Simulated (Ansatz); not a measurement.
# OF (Oxygen monofluoride) at UB3LYP/aug-cc-pVTZ

What is the vertical doublet–quartet gap of OF (Oxygen monofluoride) at UB3LYP/aug-cc-pVTZ? 

The calculation is run with Ansatz 0.2.0.

38 further runs of the same task are left out: 38 set aside as unsound or not needed.

### Step 1. The system as given

OF has 2 atoms, charge 0, and is taken as a doublet. As SMILES, `[O]F`. The coordinates come from a PBE0-D4/def2-TZVP relaxation.

Bond lengths: O1–F2 1.330 Å.

### Step 2. The energy at UB3LYP/aug-cc-pVTZ

Contents of job.yaml:

```yaml
crystal:
  periodic: [false, false, false]
  atoms:
    - {symbol: O, position_ang: [0.000000, 0.000000, -0.015950]}
    - {symbol: F, position_ang: [-0.000000, -0.000000, 1.314400]}
basis:
  gaussian:
    orbitals: aug-cc-pVTZ
magnetization:
  spin_polarized: true
  initial_magnetization: 1
hamiltonian:
  xc: {name: B3LYP}
accuracy: high
output: {orbitals: {seedname: orbitals}}
```

The run is started by

```console
$ ansatz run job.yaml --threads 1 --pin off --max-ram 3480MiB --events-out events.jsonl --progress --plain --runs-dir runs
```

Output:

```text
Warning: RAYON_NUM_THREADS=1 ignored (pool sized by the plan → 1); use --threads N
Functional definition: B3LYP
  name "B3LYP"
  parameter a0 = 0.2
  parameter ax = 0.72
  parameter ac = 0.81
  exchange = (1 - a0 - ax)*slater_x + ax*b88_x + a0*exact_x
  correlation = (1 - ac)*vwn_rpa_c + ac*lyp_c
1299 factors; integrals over basis functions are off by at most 3.4e-9 eV
mean field evaluation 1: about -4759.7474 eV, gradient 1.5e1 eV
mean field evaluation 2: about -4758.7029 eV, gradient 2.4e1 eV
mean field evaluation 4: about -4760.5140 eV, gradient 1.5e0 eV
mean field evaluation 8: about -4760.5862 eV, gradient 1.2e-1 eV
mean field evaluation 16: about -4760.5865 eV, gradient 1.8e-5 eV
mean field -4760.58647195 eV, -174.9483260028 hartree, gradient 2.3e-8 eV, S^2 0.753352; 0 other end points of the search recorded, 0 dependent functions left out
reference -4760.58650128 eV, -174.9483270808 hartree; 9, 8 occupied and 83, 84 virtual orbitals, 1299 factors
Total energy: -4760.58650128 eV, -174.9483270808 hartree
```

Run time: 3.9 s. Hardware: 1 thread of Arm Neoverse V1, shared host; peak memory 0.21 GiB.

### Step 3. The quartet, same level

Contents of job.yaml:

```yaml
crystal:
  periodic: [false, false, false]
  atoms:
    - {symbol: O, position_ang: [0.000000, 0.000000, -0.015950]}
    - {symbol: F, position_ang: [-0.000000, -0.000000, 1.314400]}
basis:
  gaussian: {orbitals: aug-cc-pVTZ}
magnetization: {spin_polarized: true, initial_magnetization: 3}
hamiltonian: {xc: {name: B3LYP}}
accuracy: high
output: {orbitals: {seedname: orbitals}}
```

The run is started by

```console
$ ansatz run job.yaml --threads 1 --pin off --max-ram 3480MiB --events-out events.jsonl --progress --plain --runs-dir runs
```

Output:

```text
Warning: RAYON_NUM_THREADS=1 ignored (pool sized by the plan → 1); use --threads N
Functional definition: B3LYP
  name "B3LYP"
  parameter a0 = 0.2
  parameter ax = 0.72
  parameter ac = 0.81
  exchange = (1 - a0 - ax)*slater_x + ax*b88_x + a0*exact_x
  correlation = (1 - ac)*vwn_rpa_c + ac*lyp_c
1299 factors; integrals over basis functions are off by at most 3.4e-9 eV
mean field evaluation 1: about -4755.5908 eV, gradient 1.3e1 eV
mean field evaluation 2: about -4754.6862 eV, gradient 2.2e1 eV
mean field evaluation 4: about -4756.2517 eV, gradient 3.0e0 eV
mean field evaluation 8: about -4756.3926 eV, gradient 1.1e-1 eV
mean field evaluation 16: about -4756.3927 eV, gradient 2.2e-6 eV
mean field -4756.39270356 eV, -174.7942078572 hartree, gradient 3.3e-8 eV, S^2 3.760564; 0 other end points of the search recorded, 0 dependent functions left out
reference -4756.39273084 eV, -174.7942088595 hartree; 10, 7 occupied and 82, 85 virtual orbitals, 1299 factors
Total energy: -4756.39273084 eV, -174.7942088595 hartree
```

Run time: 3.6 s. Hardware: 1 thread of Arm Neoverse V1, shared host; peak memory 0.21 GiB.

### Step 4. Results

Level: UB3LYP/aug-cc-pVTZ.

| quantity | value |
| --- | --- |
| doublet: total energy | -174.94833 Eh |
| doublet: HOMO energy (highest over α and β) | -8.91 eV |
| doublet: LUMO energy (lowest over α and β) | -5.26 eV |
| doublet: ⟨S²⟩ | 0.753 |
| quartet: total energy | -174.79421 Eh |
| quartet: HOMO energy (highest over α and β) | -4.60 eV |
| quartet: ⟨S²⟩ | 3.761 |
| vertical energy of the quartet above the doublet | 4.194 eV |

**Reading.** At this shape the quartet lies 4.19 eV (97 kcal/mol) above the doublet.
